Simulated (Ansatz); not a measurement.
For tetragonal perovskite BaTiO3, PBE-D4 in Ansatz (PAW) gives:

```
Item                  Result
-------------------  -------
lattice parameter a  3.973 Å
c axis length        4.121 Å
```

Question: What does B3LYP (VWN-RPA form) in Ansatz (PAW) give for the same quantities?

Answer: 
- lattice constant a: 3.961 Å (shrinks by 0.3 %)
- lattice parameter c: 4.339 Å (grows by 5.3 %)

For comparison: lattice constant a 3.994 Å (measured, 300 K, not corrected to a static lattice; as tabulated in Wikipedia's data pages); lattice parameter c 4.034 Å (measured, 300 K, no zero-point or thermal correction; as tabulated in Wikipedia's data pages).

Changes are worked out from the printed values.

Unless a cell is named, each level is at its own relaxed cell (PBE-D4 13.01, B3LYP (VWN-RPA form) 13.61 Å³/atom).

Ansatz's density-functional and Hartree–Fock values are scalar-relativistic unless marked +SOC, with PAW data made under PBE.

Ansatz is an electronic-structure program.
